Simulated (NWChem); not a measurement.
# S2F2 (Difluorodisulfane): levels of theory compared

We compute a comparison of 6 runs (HF/STO-3G, HF/def2-SVPD, HF/cc-pVTZ, PBE0/def2-SVP, SVWN5/6-31G, MP2/6-311+G**) of S2F2 (Difluorodisulfane). 

The results are computed with NWChem 7.3.0.

1 further run of the same task is left out (set aside as unsound or not needed). Runs told in other sessions of the task aren't counted.

## Step 1: The system as given

S2F2 has 4 atoms, charge 0, and is taken as a singlet. As SMILES, `FSSF`. The shape is that of a PBE0-D4/def2-TZVP optimisation.

Bond lengths: F1–S2 1.631 Å, S2–S3 1.890 Å, S3–F4 1.631 Å. Angles: F1–S2–S3 108.6°, S2–S3–F4 108.6°.

## Step 2: Energy and gradient at HF/STO-3G (run 1)

Input file job.nw:

```
start job
title "F2S2 gradient"
memory 2200 mb

geometry noautosym nocenter noautoz
F       -1.783750      -0.199930      -0.621590
S       -0.467670       0.764150      -0.632370
S        1.044990      -0.276390      -0.184720
F        1.206410      -0.287820       1.438680
end

basis "ao basis" spherical bse
F library STO-3G
S library STO-3G
end

scf
thresh 1e-08
maxiter 80
end

task scf gradient
```

Run with:

```
$ nwchem job.nw > job.out
```

The log of the run:

```text
[...]
  functions       =    28
[...]
  wavefunction    = RHF
[...]
         Total SCF energy =   -982.331905443841
      One-electron energy =  -1829.059286187389
      Two-electron energy =    616.599044960959
 Nuclear repulsion energy =    230.128335782588
        Time for solution =      0.8s
[...]
                         RHF ENERGY GRADIENTS
    atom               coordinates                        gradient
                 x          y          z           x          y          z
   1 F      -3.370799  -0.377813  -1.174635    0.008524   0.023327  -0.004198
   2 S      -0.883768   1.444034  -1.195006    0.079579  -0.099551   0.020948
   3 S       1.974745  -0.522301  -0.349070   -0.097967   0.084015   0.005083
   4 F       2.279784  -0.543901   2.718711    0.009863  -0.007791  -0.021832
[...]
```

It took 1.6 s on 1 thread of Intel Xeon at 2.60GHz (Ice Lake), shared host; peak memory 0.098 GiB.

## Step 3: Energy and forces at HF/def2-SVPD (run 2)

Input file f2s2.nw:

```
start f2s2
title "F2S2 hf"
memory 2200 mb

geometry units angstroms noautosym nocenter noautoz
   F     -1.783750    -0.199930    -0.621590
   S     -0.467670     0.764150    -0.632370
   S      1.044990    -0.276390    -0.184720
   F      1.206410    -0.287820     1.438680
end

basis "ao basis" spherical bse
   * library def2-SVPD
end

scf
   thresh 1e-08
   maxiter 80
end

task scf gradient
```

Run with:

```
$ nwchem f2s2.nw > f2s2.out
```

The log of the run:

```text
[...]
  functions       =   100
[...]
  wavefunction    = RHF
[...]
         Total SCF energy =   -993.469420375912
      One-electron energy =  -1834.095926573376
      Two-electron energy =    610.498170414876
 Nuclear repulsion energy =    230.128335782588
        Time for solution =     16.7s
[...]
                         RHF ENERGY GRADIENTS
    atom               coordinates                        gradient
                 x          y          z           x          y          z
   1 F      -3.370799  -0.377813  -1.174635   -0.006862   0.001185  -0.001577
   2 S      -0.883768   1.444034  -1.195006    0.024695  -0.019121   0.003470
   3 S       1.974745  -0.522301  -0.349070   -0.022742   0.020771  -0.006231
   4 F       2.279784  -0.543901   2.718711    0.004909  -0.002834   0.004338
[...]
```

It took 21 s on 1 thread of Intel Xeon at 2.60GHz (Ice Lake), shared host; peak memory 0.1 GiB.

Run 3 isn't shown in full; the table further down has it.

## Step 4: Energy and gradient at PBE0/def2-SVP (run 4)

Input file f2s2.nw:

```
start f2s2
title "Difluorodisulfane"
memory total 2200 mb

geometry noautosym nocenter noautoz
  F    -1.783750   -0.199930   -0.621590
  S    -0.467670    0.764150   -0.632370
  S     1.044990   -0.276390   -0.184720
  F     1.206410   -0.287820    1.438680
end

basis spherical bse
  * library def2-SVP
end

dft
  xc pbe0
  mult 1
  grid xfine
  convergence energy 1e-08
  maxiter 100
  mulliken
  print low
end

task dft gradient
```

Run with:

```
$ nwchem f2s2.nw > f2s2.out
```

The log of the run:

```text
[...]
 d= 0,ls=0.0,diis     1   -995.0290193409 -1.23D+03  2.34D-02  9.28D-01     1.4
[...]
 d= 0,ls=0.0,diis     8   -995.1368346313 -2.92D-09  2.89D-06  7.06D-08     9.1
         Total DFT energy =     -995.136834631319
      One electron energy =    -1835.327898758337
           Coulomb energy =      681.935993865591
    Exchange-Corr. energy =      -71.873265521161
 Nuclear repulsion energy =      230.128335782588
[...]
      Total Density - Mulliken Population Analysis
     ---------------------------------------------
    Atom       Charge   Shell Charges
 -----------   ------   -------------------------------------------------------
    1 F    9     9.34   1.99  1.14  0.83  3.31  2.07  0.01
    2 S   16    15.66   2.00  1.99  1.32  0.56  5.93  1.73  1.94  0.20
    3 S   16    15.66   2.00  1.99  1.32  0.56  5.93  1.73  1.94  0.20
    4 F    9     9.34   1.99  1.14  0.83  3.31  2.07  0.01
[...]
                         DFT ENERGY GRADIENTS
    atom               coordinates                        gradient
                 x          y          z           x          y          z
   1 F      -3.370799  -0.377813  -1.174635    0.008193   0.006659   0.000264
   2 S      -0.883768   1.444034  -1.195006    0.005878  -0.016975   0.003520
   3 S       1.974745  -0.522301  -0.349070   -0.013112   0.010862   0.006721
   4 F       2.279784  -0.543901   2.718711   -0.000958  -0.000547  -0.010505
 Task  times  cpu:       11.0s     wall:       11.0s
 Total times  cpu:       11.0s     wall:       11.0s
```

It took 12 s on 1 thread of Intel Xeon at 2.60GHz (Ice Lake), shared host; peak memory 0.12 GiB.

Run 5 isn't shown in full; the table further down has it.

## Step 5: Energy and forces at MP2/6-311+G(d,p) (run 6)

Input file sp.nw:

```
START sp
memory total 2200 mb

GEOMETRY units angstrom noautosym nocenter noautoz
 F    -1.783750   -0.199930   -0.621590
 S    -0.467670    0.764150   -0.632370
 S     1.044990   -0.276390   -0.184720
 F     1.206410   -0.287820    1.438680
END

BASIS "ao basis" spherical bse
 * library 6-311+G**
END

SCF
 thresh 1e-08
 maxiter 80
END

MP2
 freeze core 12
 tight
END

TASK mp2 gradient
```

Run with:

```
$ nwchem sp.nw > sp.out
```

The log of the run:

```text
[...]
  functions       =   104
[...]
  wavefunction    = RHF
[...]
         Total SCF energy =   -993.925664695612
      One-electron energy =  -1834.868734987214
      Two-electron energy =    610.814734509014
 Nuclear repulsion energy =    230.128335782588
        Time for solution =     15.5s
[...]
          Total MP2 energy          -994.606457193440
[...]
                         mp2 ENERGY GRADIENTS
    atom               coordinates                        gradient
                 x          y          z           x          y          z
   1 F      -3.370799  -0.377813  -1.174635    0.016782   0.014188  -0.000510
   2 S      -0.883768   1.444034  -1.195006   -0.005656  -0.023580   0.002765
   3 S       1.974745  -0.522301  -0.349070   -0.010212   0.010173   0.019697
   4 F       2.279784  -0.543901   2.718711   -0.000913  -0.000781  -0.021951
[...]
```

Wall time 41 s (1 thread of Intel Xeon at 2.60GHz (Ice Lake), shared host); peak memory 0.38 GiB.

## Step 6: Overview of the runs

```csv
run,level,iteration cap,module,energy (Eh),dipole moment (D),HOMO energy (eV),LUMO energy (eV),wall time
1,HF/STO-3G,80,scf,-982.331905,0.46,-7.68,9.62,1.6 s
2,HF/def2-SVPD,80,scf,-993.469420,1.70,-11.78,1.67,21 s
3,HF/cc-pVTZ,80,scf,-993.992931,1.74,-11.55,2.60,3.4 min
4,PBE0/def2-SVP,100,dft,-995.136835,–,–,–,12 s
5,SVWN5/6-31G,100,dft,-991.838154,1.63,-7.18,-2.83,7.8 s
6,MP2/6-311+G**,80,mp2,-994.606457,1.86,-11.85,1.66,41 s
```

## Step 7: What came out

| quantity | value |
| --- | --- |
| run 6: total energy | -994.60646 Eh |
| run 6: dipole moment (of the density that the program reports) | 1.86 D |
| run 6: HOMO energy (Hartree–Fock orbitals) | -11.85 eV |
| run 6: LUMO energy (Hartree–Fock orbitals) | 1.66 eV |
| run 6: HOMO–LUMO gap (Hartree–Fock orbitals) | 13.51 eV |
| run 6: correlation energy (12 core orbitals frozen) | -680.8 mEh |
| run 6: largest force on an atom | 1.255 eV/Å |

Over runs 1, 2, 3, 5, 6 the dipole moment (its size) runs from 0.46 D (HF/STO-3G) to 1.86 D (MP2/6-311+G**). The two ends differ in method and basis. Over runs 1, 2, 3, 5 the HOMO–LUMO gap runs from 4.35 eV (SVWN5/6-31G) to 17.30 eV (HF/STO-3G). Totals of different functionals can't be ranked against each other. In run 1 the basis is minimal, so the values are rough. All runs together took 4.8 min, the longest 3.4 min.
